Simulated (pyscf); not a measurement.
9 organic steps of one kind (atom transfer, radical): barrier in kcal/mol, from the separated reactants or the lowest minimum found. Structures and frequencies: ωB97X-D3(BJ)/def2-SVP in PySCF. Functionals in def2-TZVP; the last column is ωB97M-D3(BJ)/def2-TZVP. Rows were drawn at random from the steps of this kind and element class whose saddle was verified and whose references are stable.

| step | PBE | r²SCAN | B3LYP-D3(BJ) | ωB97M-D3(BJ) |
|---|---|---|---|---|
| F–C(F)(F)–F + H• → HF + F–C•(F)–F | 28.8 | 31.9 | 33.1 | 42.2 |
| H₃C–F + •H₂C–F -> F–CH₂–F + CH₃• | 27.3 | 30.5 | 33.6 | 39.9 |
| F–Cl + F–C•(F)–F → F–C(F)(F)–F + Cl• | -4.3 | -2.6 | 0.2 | 5.0 |
| F–CH₂–F + H• → HF + •H₂C–F | (withheld) | 25.3 | 27.2 | 35.1 |
| H₂C=C(F)–F + H• → H₂C=C•–F + HF | 30.9 | 33.1 | 34.6 | 42.5 |
| F–CH(F)–Cl + H• → F–CH•–F + HCl | 3.2 | 2.6 | 4.7 | 11.8 |
| F–Cl + Cl–C•(Cl)–Cl → Cl• + F–C(Cl)(Cl)–Cl | (withheld) | -1.7 | 1.2 | 8.2 |
| F–C(F)(F)–C(F)(F)–F + H• → HF + F–C•(F)–C(F)(F)–F | 25.8 | 28.5 | 30.0 | 38.8 |
| H₃C–CH₂–Cl + H• → •H₂C–CH₃ + HCl | 3.4 | 2.1 | 4.6 | 11.3 |

Complete the blanks.


- F–CH₂–F + H• → HF + •H₂C–F, PBE: 23.6
- F–Cl + Cl–C•(Cl)–Cl → Cl• + F–C(Cl)(Cl)–Cl, PBE: -3.0

Differences from the last column (kcal/mol): PBE: mean -11.0, median -11.4, mean size 11.0, lower in 9 of 9; r²SCAN: mean -9.5, median -9.4, mean size 9.5, lower in 9 of 9; B3LYP-D3(BJ): mean -7.3, median -7.1, mean size 7.3, lower in 9 of 9. PBE is closest for row 9 (7.9 kcal/mol apart) and farthest for row 1 (13.4 kcal/mol). PBE, r²SCAN and M06-2X carry no added dispersion term. The last column is a level with limits of its own. Each barrier is that of the saddle found. Left out: the spin-orbit lowering of Cl.
